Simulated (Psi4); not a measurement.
**CH3PSi (SMILES [SiH3]C#P): HF/DZP (density fitting, Cartesian functions)**

Aim: the electrostatic solvation energy at fixed shape (ddCOSMO, water) of CH3PSi at HF/DZP (density fitting, Cartesian functions), from 2 runs. 

The calculation is run with Psi4 1.11.

2 further runs of the same task are left out: 1 that didn't finish, 1 set aside as unsound or not needed.

### Step 1. The structure to begin with

CH3PSi: 6 atoms, total charge 0, spin state singlet. SMILES: `[SiH3]C#P`. The shape is that of a GFN2-xTB optimisation.

Bond lengths: Si1–C2 1.847 Å, C2–P3 1.561 Å, Si1–H4 1.465 Å, Si1–H5 1.465 Å, Si1–H6 1.465 Å. Angles: Si1–C2–P3 180.0°, C2–Si1–H4 108.0°, C2–Si1–H5 108.0°, C2–Si1–H6 108.0°, H4–Si1–H5 110.9°, H4–Si1–H6 110.9°, H5–Si1–H6 110.9°.

### Step 2. The charge distribution at HF/DZP (density fitting, Cartesian functions)

Contents of job.inp:

```
memory 1.6 GB

molecule mol {
  0 1
  Si    -0.390150     0.455330    -0.249090
  C      0.719980    -0.840150     0.459520
  P      1.658490    -1.935110     1.057730
  H     -1.575110    -0.211890    -0.794360
  H      0.346350     1.156750    -1.303760
  H     -0.759570     1.375070     0.829960
  symmetry c1
}

set basis DZP
set reference rhf
set scf_type df

energy_value, wavefunction = energy("hf", return_wfn=True)
oeprop(wavefunction, "MAYER_INDICES", "ESP_AT_NUCLEI", "LOWDIN_CHARGES", "WIBERG_LOWDIN_INDICES")
```

Command:

```sh
$ psi4 job.inp job.out -n 1
```

job.out:

```text
[...]
  Running in c1 symmetry.
[...]
  Nuclear repulsion =  112.336026326157139
[...]
  Multiplicity = 1
[...]
  Nalpha       = 19
  Nbeta        = 19
[...]
    Number of basis functions: 79
[...]
   @DF-RHF iter   1:  -669.14344222661362   -8.81391e-01   4.05330e-03 ADIIS/DIIS
[...]
   @DF-RHF iter   8:  -669.21417267942104   -6.54281e-08   6.41907e-07 DIIS
[...]
    Orbital Energies [Eh]
    ---------------------
    Doubly Occupied:
       1A    -79.955220     2A    -68.790568     3A    -11.261859
       4A     -7.499615     5A     -6.139867     6A     -5.390683
       7A     -5.389629     8A     -5.389629     9A     -4.245172
      10A     -4.244706    11A     -4.244705    12A     -0.957499
      13A     -0.764706    14A     -0.598418    15A     -0.505186
      16A     -0.505124    17A     -0.467937    18A     -0.373002
      19A     -0.372993
[...]
  @DF-RHF Final Energy:  -669.21417267942104
   => Energetics <=
    Nuclear Repulsion Energy =            112.3360263261571390
    One-Electron Energy =               -1148.9072709950919489
    Two-Electron Energy =                 367.3570719895139405
    Total Energy =                       -669.2141726794209262
[...]
 Multipole Moments:
 ------------------------------------------------------------------------------------
     Multipole            Electronic (a.u.)      Nuclear  (a.u.)        Total (a.u.)
 ------------------------------------------------------------------------------------
 L = 1.  Multiply by 2.5417464519 to convert [e a0] to [Debye]
 Dipole X            :          4.5383912           -4.6169329           -0.0785418
 Dipole Y            :         -5.2948855            5.3869126            0.0920271
 Dipole Z            :          2.8933894           -2.9445093           -0.0511199
 Magnitude           :                                                    0.1313432
[...]
```

Wall time 3.9 s (1 thread of Intel Xeon Platinum 8488C (Sapphire Rapids), shared host); peak memory 0.28 GiB.

Atomic charges (e):

```
atom  Löwdin
 Si1  +0.719
  C2  -0.780
  P3  +0.430
  H4  -0.122
  H5  -0.124
  H6  -0.123
```

### Step 3. Energy and one-electron properties at HF/DZP (density fitting, Cartesian functions, ddCOSMO water)

Contents of job.in:

```
memory 1600 MB

molecule {
  0 1
  Si    -0.390150     0.455330    -0.249090
  C      0.719980    -0.840150     0.459520
  P      1.658490    -1.935110     1.057730
  H     -1.575110    -0.211890    -0.794360
  H      0.346350     1.156750    -1.303760
  H     -0.759570     1.375070     0.829960
  symmetry c1
}

set basis DZP
set reference rhf
set scf_type df
set ddx true
set ddx_model cosmo
set ddx_solvent water
set ddx_radii_set bondi

result, w = energy('hf', return_wfn=True)
oeprop(w, 'MAYER_INDICES', 'ESP_AT_NUCLEI', 'LOWDIN_CHARGES', 'WIBERG_LOWDIN_INDICES')
```

Command:

```sh
$ psi4 -i job.in -o job.out -n 1
```

job.out:

```text
[...]
  Running in c1 symmetry.
[...]
  Nuclear repulsion =  112.336026326157139
[...]
  Multiplicity = 1
[...]
  Nalpha       = 19
  Nbeta        = 19
[...]
    Number of basis functions: 79
[...]
   @DF-RHF iter   1:  -669.15080697711358   -8.88938e-01   3.85951e-03 ADIIS/DIIS
[...]
   @DF-RHF iter   8:  -669.21605888073339   -1.50685e-07   6.36814e-07 DIIS
[...]
    Orbital Energies [Eh]
    ---------------------
    Doubly Occupied:
       1A    -79.960882     2A    -68.791035     3A    -11.264749
       4A     -7.505087     5A     -6.140164     6A     -5.396062
       7A     -5.395000     8A     -5.395000     9A     -4.245490
      10A     -4.244992    11A     -4.244986    12A     -0.962873
      13A     -0.765797    14A     -0.599603    15A     -0.505449
      16A     -0.505109    17A     -0.470033    18A     -0.378693
      19A     -0.378661
[...]
  @DF-RHF Final Energy:  -669.21605888073339
   => Energetics <=
    Nuclear Repulsion Energy =            112.3360263261571390
    One-Electron Energy =               -1148.9447235163183905
    Two-Electron Energy =                 367.3947524633341573
    DD Solvation Energy =                 -0.0021141539062060
    Total Energy =                       -669.2160588807333852
[...]
 Multipole Moments:
 ------------------------------------------------------------------------------------
     Multipole            Electronic (a.u.)      Nuclear  (a.u.)        Total (a.u.)
 ------------------------------------------------------------------------------------
 L = 1.  Multiply by 2.5417464519 to convert [e a0] to [Debye]
 Dipole X            :          4.5752167           -4.6169329           -0.0417163
 Dipole Y            :         -5.3453196            5.3869126            0.0415930
 Dipole Z            :          2.9173668           -2.9445093           -0.0271425
 Magnitude           :                                                    0.0648609
[...]
```

Run time: 9.9 s. Hardware: 1 thread of Intel Xeon Platinum 8488C (Sapphire Rapids), shared host; peak memory 0.28 GiB.

Atomic charges (e):

```
atom  Löwdin
 Si1  +0.729
  C2  -0.811
  P3  +0.455
  H4  -0.123
  H5  -0.126
  H6  -0.125
```

### Step 4. Outcome

At HF/DZP (density fitting, Cartesian functions):

```
                                        quantity          value
                         gas phase: total energy  -669.21417 Eh
                        gas phase: dipole moment         0.33 D
                          gas phase: HOMO energy      -10.15 eV
                          gas phase: LUMO energy        1.87 eV
                        gas phase: HOMO–LUMO gap       12.02 eV
                    ddCOSMO, water: total energy  -669.21606 Eh
                   ddCOSMO, water: dipole moment         0.16 D
                     ddCOSMO, water: HOMO energy      -10.30 eV
                     ddCOSMO, water: LUMO energy        1.79 eV
                   ddCOSMO, water: HOMO–LUMO gap       12.10 eV
      ddCOSMO, water: solvent term in the energy    -5.6 kJ/mol
energy change from gas to solvent at fixed shape      -0.051 eV
```

The solvent model (ddCOSMO, water) lowers the energy by 0.05 eV (−5.0 kJ/mol) at the same shape. It holds the electrostatic part alone, without cavity or dispersion terms.
